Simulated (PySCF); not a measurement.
Run record: geometry optimisation, `CC(C)(C)C[O-]`.

Method: PBE0-D3(BJ)/def2-SVP geometry optimisation, gas phase (PySCF 2.14.0). Start geometry: GFN2-xTB. The input is one job of a driver script: a line of settings, then coordinates in Å.

Input:
```
{"job": {"xc": "PBE0", "basis": "def2-SVP", "d3": "d3bj", "grid": 1, "kind": "geom"}, "charge": -1, "multiplicity": 1}
C     -0.582118    -1.296374    -0.637597
C     -0.009594    -0.015414    -0.039054
C     -0.885202     1.181331    -0.394370
C      1.407518     0.228113    -0.546704
C      0.065936    -0.087975     1.553233
O      0.545040     0.972678     2.126891
H     -0.630059    -1.236431    -1.729139
H      0.037051    -2.151973    -0.367127
H     -1.588468    -1.475943    -0.258626
H     -0.549080     2.018616     0.214948
H     -0.816537     1.444612    -1.454233
H     -1.927922     0.977032    -0.151263
H      1.832786     1.028352     0.056703
H      1.425870     0.512184    -1.603239
H      2.019394    -0.664064    -0.413722
H     -1.008051    -0.365305     1.871891
H      0.656439    -1.057410     1.761498
```

Output:
```
step   0  E = -271.84718504  max force = 0.011859
step   1  E = -271.84908209  max force = 0.002237
step   2  E = -271.84914429  max force = 0.001124
step   3  E = -271.84915753  max force = 0.000345
optimisation converged
```

Energies in Eh; «max force» is the largest Cartesian gradient component in Eh/bohr.

How much energy does the optimisation release, in kJ/mol?

E(step 0) − E(last step) = 0.001972 Eh, which is 5.2 kJ/mol.

Main results: final energy -271.84916 Eh after 3 steps.

Give the final coordinates.

0.037 Å rms from the input after alignment:
```
atom  x, y, z in Å
C1    -0.8679   -1.4703   -0.8311
C2    -0.2664   -0.1895   -0.2796
C3    -1.1417    1.0208   -0.5802
C4     1.1378    0.0507   -0.8200
C5    -0.1272   -0.2544    1.3038
O6     0.3848    0.8136    1.8444
H7    -0.9593   -1.4626   -1.9336
H8    -0.2454   -2.3394   -0.5508
H9    -1.8761   -1.6366   -0.4106
H10   -0.7671    1.8339    0.0656
H11   -1.1173    1.3276   -1.6430
H12   -2.1926    0.8211   -0.3037
H13    1.5740    0.8479   -0.1938
H14    1.1529    0.3419   -1.8873
H15    1.7611   -0.8536   -0.6996
H16   -1.1954   -0.5493    1.6393
H17    0.4460   -1.2473    1.4646
```

How long does this job take on an Arm Neoverse V2 with one thread, shared host?

About 28 s.
Labels such as C1 count atoms from 1, the log's own numbers from 0.
